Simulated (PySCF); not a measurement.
Reaction (SMILES): P#P (P2) + 3 [H][H] (H2) → 2 P (PH3)
B3LYP-D3(BJ)/def2-TZVP geometries, fixed; electronic energies without zero-point terms.

Effect of the auxiliary basis of density fitting at HF/aug-cc-pV(T+d)Z with PySCF, against the last row, where the energy of full hydrogenation is -54.91 kcal/mol.

| setting | fitting functions, largest species | largest shift of a total energy (mEh) | shift of the energy of full hydrogenation (kcal/mol) |
|---|---|---|---|
| density fitting: autoaux | 526 | 0.023 | -0.017 |
| density fitting: def2-universal-jkfit | 182 | 0.040 | -0.004 |
| density fitting: cc-pvtz-jkfit | 211 | 0.153 | -0.031 |
| density fitting: cc-pvqz-jkfit | 301 | 0.070 | 0.025 |
| density fitting: none | - | 0.000 | 0.000 |

Within 0.02 kcal/mol in the energy of full hydrogenation: density fitting: autoaux; density fitting: def2-universal-jkfit. The largest shift is 0.153 mEh in a total energy and 0.031 kcal/mol in the difference.
